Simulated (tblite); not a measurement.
C3H8NS (doublet state).
Z-matrix (Å and degrees, GFN2-xTB geometry), rows numbered from 1:
```
C 
C   1  1.5237
C   2  1.5248  1  111.04
N   3  1.4251  2  111.52  1   -63.38
S   3  1.8477  2  109.48  1   173.17
H   1  1.0869  2  110.13  3   177.44
H   1  1.0864  2  110.20  3    57.18
H   1  1.0872  2  110.45  3   -62.63
H   2  1.0912  1  110.15  3   120.65
H   2  1.0924  1  109.99  3  -120.45
H   3  1.0939  2  110.34  1    57.76
H   4  1.0137  3  111.83  2   -58.72
H   4  1.0123  3  112.54  2   177.61
```

Method: GFN2-xTB as coded in tblite; computed harmonic values from a numerical Hessian at the method's own geometry, unscaled. Against measured fundamentals such values can be off by several per cent, at times by over 20. One conformer, not necessarily the lowest. Open shells enter through the occupations alone, without spin polarisation, and single modes of such species can be off by tens of per cent.

Harmonic wavenumbers (cm⁻¹): 97.1, 193.2, 219.4, 269.5, 295.3, 362.0, 428.4, 680.6, 813.9, 874.5, 897.1, 1010.7, 1031.7, 1081.5, 1138.6, 1157.8, 1210.1, 1263.2, 1298.5, 1335.2, 1407.4, 1479.4, 1490.9, 1500.5, 1535.6, 2930.2, 2975.5, 2992.4, 3041.2, 3043.4, 3055.3, 3403.3, 3440.9.

A = 7246, B = 2378, C = 1923 MHz; mass 90.038 u (most abundant isotopes); point group C1, symmetry number 1; spin multiplicity 2.

What is the zero-point energy?

Half the sum of the wavenumbers: 23977 cm⁻¹ = 286.83 kJ/mol.

What is S at 400 K and 1 bar for an ideal gas of classical rigid rotors and harmonic oscillators?

Translation 171.09, rotation 115.28, vibration 83.35, spin (R ln 2) 5.76: S = 375.5 J/(mol K).

And Cp and H(400 K) − H(0)?

Cp = 130.32 J/(mol K), of which vibrations give 97.06 (their classical limit is 33 R = 274.4); H(400 K) − H(0) = 32.08 kJ/mol without the zero-point energy, 18.78 from vibrations.

How do the functions run with temperature in this model?

| T (K) | S (J/(mol K)) | Cp (J/(mol K)) | H − H(0) (kJ/mol) | G − H(0) (kJ/mol) | ln q(vib) |
| --- | --- | --- | --- | --- | --- |
| 50 | 225.4 | 39.7 | 1.75 | -9.51 | 0.07 |
| 100 | 257.7 | 55.6 | 4.13 | -21.64 | 0.43 |
| 298.15 | 341.1 | 104.6 | 20.11 | -81.60 | 2.96 |
| 373.15 | 366.7 | 123.7 | 28.67 | -108.15 | 4.00 |
| 500 | 407.1 | 153.0 | 46.28 | -157.25 | 5.80 |
| 750 | 477.7 | 195.5 | 90.22 | -268.09 | 9.34 |
| 1000 | 538.2 | 224.2 | 142.90 | -395.27 | 12.74 |

q(vib) and H(0) count from the zero-point level.

Blend soft modes into free rotors: weight 1/[1 + (100 cm⁻¹/ν̃)⁴] for the oscillator and the rest for a rotor with moment μB/(μ + B), μ = h/(8π²ν), B = 10⁻⁴⁴ kg m². What vibrational entropy results?

81.25 J/(mol K) in place of 83.35, which changes −T·S at 400 K by +0.84 kJ/mol.

Hindered rotation and anharmonicity are outside this model. Other conformers, if any are populated, would add a mixing term that is left out. The structure is chiral; the term R ln 2 for an equal mix with its mirror image is left out.
